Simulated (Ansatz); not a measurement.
C₄H₆O. Charge 0, multiplicity 1. The bonds changed during the relaxation, so this is another structure than the one it started from.

```xyz
11

C    -0.1111    1.1388    0.8411
C    -0.6388    0.3903   -0.4067
C     0.5119   -0.3508   -0.8915
C     0.8512   -1.6464   -0.5599
O     0.1557   -2.3905   -1.2695
H    -0.9108    1.7764    1.2196
H     0.7432    1.7707    0.5960
H     0.1801    0.4440    1.6299
H    -1.4610   -0.2719   -0.1088
H    -1.0013    1.1247   -1.1290
H     1.6809   -1.9854    0.0789
```

(1) Give the diagnostics of a CCSD(T)/def2-TZVPP run (frozen core, the Gaussian-basis code of Ansatz). (An estimate is asked.)

Answers

(1) Computed: T1 = 0.0277, largest single amplitude 0.092, largest double 0.052, (T) share of the correlation energy 4.6 %, 17 CCSD cycles. The RHF solution is unstable towards an unrestricted one. T1 lies over the customary mark of 0.02 for closed shells.
